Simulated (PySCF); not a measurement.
PySCF input file for C3H6, SMILES C=CC, B3LYP/pcJ-1. Geometry optimised at ωB97X-D3(BJ)/def2-TZVP.

```python
import numpy as np
from pyscf import gto, scf, dft
from pyscf.prop.ssc import rks as ssc

mol = gto.M(
    atom='''
    C    -0.16246994    1.23057684    0.00000000
    C     0.45641163   -0.13556019    0.00000000
    C    -0.22209367   -1.27491582    0.00000000
    H     0.15232198    1.80062748    0.87963103
    H     0.15232198    1.80062747   -0.87963103
    H    -1.25292900    1.17050694   -0.00000000
    H     1.54459954   -0.17093931   -0.00000001
    H    -1.30858153   -1.28579711   -0.00000000
    H     0.28117891   -2.23563050   -0.00000001
    ''',
    basis='pcJ-1',
    charge=0,
    spin=0,
    max_memory=1600,
    verbose=3,
)
mf = dft.RKS(mol, xc='b3lyp')
mf.grids.level = 3
mf.conv_tol = 1e-10
mf.max_cycle = 100
mf.kernel()
j = ssc.SSC(mf)
j.with_fcsd = True
j.max_cycle_cphf = 80
j.conv_tol = 1e-7
e11 = j.kernel()
```

Output:

```
converged SCF energy = -117.921037625097
Reduced spin-spin coupling constant K (Hz)
               #0        #1        #2        #3        #4
        0 C    0.00000
        1 C   22.72444   0.00000
        2 C    0.45087  41.21648   0.00000
        3 H   16.83832  -0.94119   0.92101   0.00000
        4 H   16.83810  -0.94112   0.92095  -0.62430   0.00000
        5 H   17.02663  -0.55700   0.95252  -0.43035  -0.43035
        6 H    0.83020  20.22071   0.13915   0.13393   0.13390
        7 H    1.08727  -0.22311  20.70694  -0.10132  -0.10130
        8 H    1.67396  -0.07128  21.19870  -0.08907  -0.08906
               #5        #6        #7        #8
        5 H    0.00000
        6 H    0.42653   0.00000
        7 H   -0.01493   0.56769   0.00000
        8 H   -0.01232   0.35789   0.06885   0.00000
Spin-spin coupling constant J (Hz)
               #0        #1        #2        #3        #4
        0 C    0.00000
        1 C   44.84735   0.00000
        2 C    0.88980  81.34193   0.00000
        3 H  132.12886  -7.38541   7.22706   0.00000
        4 H  132.12717  -7.38489   7.22663 -19.47806   0.00000
        5 H  133.60653  -4.37073   7.47432 -13.42699 -13.42703
        6 H    6.51451 158.67023   1.09191   4.17866   4.17761
        7 H    8.53175  -1.75070 162.48561  -3.16115  -3.16061
        8 H   13.13541  -0.55931 166.34441  -2.77888  -2.77881
               #5        #6        #7        #8
        5 H    0.00000
        6 H   13.30761   0.00000
        7 H   -0.46576  17.71196   0.00000
        8 H   -0.38442  11.16613   2.14797   0.00000
```

The calculation finished and met its thresholds.

Cost: about 2.7 core-minutes (a rough figure).
